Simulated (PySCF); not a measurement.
**COH₂: the energy surface near the minimum**

Aim: map the energy of singlet COH₂ about its B3LYP minimum, with rigid distortions.

Computed with PySCF 2.14.0. Level: B3LYP, basis C def2-TZVP, O def2-TZVP, H def2-TZVP, no relativity, density fitting.

## Step 1: The system as given

4 atoms, charge 0, spin multiplicity 1.

Bond lengths: C1–O2 1.199 Å, C1–H3 1.107 Å, C1–H4 1.107 Å. Angles: O2–C1–H3 122.0°, O2–C1–H4 122.1°, H3–C1–H4 115.9°.

```xyz
4
charge 0 multiplicity 1
C     0.0000    0.0000    0.0000
O    -0.5994   -1.0383    0.0000
H     1.1068    0.0396    0.0000
H    -0.5191    0.9783    0.0000
```

## Step 2: Breathing scan

One driver script runs all scans and calls PySCF for each point, on a (75, 302) grid.

Started as:

```
$ OMP_NUM_THREADS=4 python axn.py task.json out
```

A rigid scan with B3LYP: all bonds to the central atom are scaled together. Each point starts from its neighbour's orbitals, and energies count from the minimum.

```csv
scale of all bonds to the centre,energy (kJ/mol),dipole size (D)
0.88,204.0,1.85
0.92,81.7,2.01
0.96,18.4,2.17
1.00,0.0,2.33
1.04,15.2,2.48
1.08,55.2,2.63
1.14,147.7,2.85
1.22,306.8,3.12
1.35,596.0,3.51
```

The scan ran for 5.4 s (4 threads of AMD EPYC 7R43 (Zen 3), shared host).

## Step 3: Stretching one bond

A rigid scan with B3LYP: the bond from C to the last atom (H) is scaled and the rest held.

```csv
scale of one bond,energy (kJ/mol),dipole size (D)
0.92,13.3,2.39
0.96,3.0,2.36
1.00,0.0,2.33
1.05,3.9,2.29
1.12,19.3,2.22
1.20,45.7,2.14
1.35,106.1,1.99
1.55,188.6,1.87
1.80,279.1,1.93
2.20,388.3,2.31
```

The scan took 5.2 s.

A restricted determinant lies too high at long bonds, where the pair should uncouple.

## Step 4: Outcome

```
            quantity        value
all bonds 4 % longer  15.2 kJ/mol
one bond 20 % longer  45.7 kJ/mol
```

In words: Shortening all bonds by 4 % costs 18.4 kJ/mol and lengthening them 15.2: the wall is steeper on the short side.
